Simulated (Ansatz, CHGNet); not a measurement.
For HgS (P3₂21, No. 154), the machine-learned potential CHGNet 0.3.0 (trained on PBE and PBE+U data) gives:

```
Item                   Value
-------------------  -------
lattice parameter a  4.498 Å
c axis length        9.918 Å
```

### Question
What does HSE06 in Ansatz (plane waves, PAW) give for the same quantities?

### Answer

- lattice constant a: 4.406 Å (decreases by 2.0 %)
- lattice parameter c: 9.712 Å (shrinks by 2.1 %)

Changes are worked out from the printed values.

Unless a cell is named, each level is at its own relaxed cell (CHGNet 0.3.0 28.96, HSE06 27.22 Å³/atom).

Levels without +SOC leave out spin–orbit coupling, which shifts energies and cells of such heavy elements.

Ansatz's density-functional and Hartree–Fock values are scalar-relativistic unless marked +SOC, with PAW data made under PBE.

Ansatz is an electronic-structure program.
